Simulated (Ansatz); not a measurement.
System: HO2, charge 0, multiplicity 2. It need not be the lowest isomer of its formula. SMILES: [O]O
Geometry: optimised at B3LYP-D3(BJ)/def2-TZVP (Ansatz, a first-principles code).

Computed values are from Ansatz. Valence correlation only, unless marked. UHF or UKS for open shells. No spin-orbit coupling. Non-relativistic. CBS marks a two-point X^-3 extrapolation of the correlation energy; Hartree-Fock from the larger set.

```yaml
atomisation energy De: 732.0 kJ/mol at CCSD(T)/CBS(aug-cc-pVTZ,aug-cc-pVQZ)
total_energy: -150.7863 Eh at CCSD(T)/CBS(aug-cc-pVTZ,aug-cc-pVQZ)
dipole_moment: 2.18 D at CCSD(T)/aug-cc-pVDZ
T1 diagnostic: 0.034 at CCSD/aug-cc-pVQZ
measured enthalpy of formation, 298 K: "12.3 kJ/mol (Active Thermochemical Tables 1.112 (ions: stationary electron), as tabulated in the package chemicals)"
```
